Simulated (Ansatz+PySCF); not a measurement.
Values are calculated unless marked as measured or tabulated.
Input for PySCF 2.14.0:

```python
from pyscf import gto, scf

mol = gto.M(atom="""
O 0.000000 0.000000 -0.099810
H 0.000000 0.000000 0.798500
""", basis='def2-svp', charge=0, spin=1)
mf = scf.ROHF(mol)
mf.init_guess = '1e'
mf.kernel()
while True:  # follow internal instabilities
    mo, _, stable, _ = mf.stability(return_status=True)
    if stable: break
    mf.kernel(mf.make_rdm1(mo, mf.mo_occ))
print(mf.converged, mf.e_tot, mf.spin_square()[0])
```

The script is written out from the run's settings.

The run gave:

```
Converged                       : yes
Total energy                    : -75.31748 hartree
Spin squared of the determinant : 0.750
```
